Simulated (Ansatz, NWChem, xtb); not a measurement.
Worked example: C3H3N → C3HN + H2

Species: C3H3N `C=C=C=N`, singlet; C3HN (cyanoacetylene) `C#CC#N`, singlet; H2 (hydrogen), singlet. 

Shapes, held fixed at every level: PBE0-D4/def2-TZVP. Programs: Ansatz 0.2.0, NWChem 7.3.0, xtb 6.7.1. A level may come from different programs for different species; with the same settings they agree closely. Electronic energies: no zero-point or thermal term.

At PBE0/def2-SVP; 1 Eh = 2625.50 kJ/mol:

```
species  energy (Eh)
  C3H3N  -170.441373
   C3HN  -169.237353
     H2    -1.163616
```

Q: Work out ΔE of the reaction at this level.

A: 
1. Products less reactants: (-169.237353) + (-1.163616) − [(-170.441373)] = 0.040404 Eh = +106.1 kJ/mol.

Other levels give -3.4 (HF/STO-3G) to +70.5 kJ/mol (B3LYP/6-31G* (spherical functions)). No measured value is set beside it here.
